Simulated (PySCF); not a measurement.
An unknown gives this computed stick spectrum. Method used: PySCF, TDDFT PBE0/def2-SVPD, vertical, gas phase, core orbitals frozen in the response. Geometries: GFN2-xTB, one conformer each.

```
state  ν̃ (cm⁻¹)       f  main configurations (H = HOMO, L = LUMO)
   S1      45490   0.012                                 H→L (95%)
   S2      48420  0.0060                               H→L+1 (95%)
   S3      54630  0.0032                             H-1→L+1 (93%)
   S4      56600  0.0092                               H→L+2 (94%)
   S5      57670   0.199                               H-1→L (86%)
   S6      58320   0.018                  H→L+3 (65%), H→L+4 (26%)
   S7      60240   0.036                  H→L+4 (68%), H→L+3 (25%)
   S8      62230  0.0017                             H-1→L+2 (91%)
```

Triplets computed (Tamm–Dancoff): 4.32, 5.50, 5.80 eV.

Orbital energies (eV): HOMO-3 -10.75, HOMO-2 -9.88, HOMO-1 -7.22, HOMO -6.51, LUMO 0.46, LUMO+1 0.82, LUMO+2 1.62.

Problem. Which candidate is it? All have the formula C4H7N.
A. `CC(C)C#N` (isobutyronitrile)
B. `C1=CCNC1` (3-pyrroline)
C. `C#CCNC` (N-methylpropargylamine)

Solution. B. Its S1, at 5.64 eV, is the lowest among the candidates; the nearest of the others has S1 at 6.06 eV. S1 is HOMO→LUMO (95%). Löwdin shares by element: HOMO nitrogen 52%, carbon 24% or more (atoms not listed hold the other 24%); LUMO carbon 68% or more, hydrogen 12% or more (atoms not listed hold the other 20%). At the same level the other candidates give, for their lowest levels:
- `C#CCNC`: 6.06 eV (f 0.022); 6.43 eV (f 0.009); 6.65 eV (f 0.009); 6.69 eV (f 0.012); 7.08 eV (f 0.005); T1 5.35 eV; HOMO -6.73, LUMO 0.68 eV
- `CC(C)C#N`: 7.87 eV (f 0.001); 8.19 eV (f 0.003); 8.22 eV (f 0.015); 8.71 eV (f 0.036); 8.80 eV (f 0.026); T1 6.48 eV; HOMO -9.32, LUMO 0.30 eV
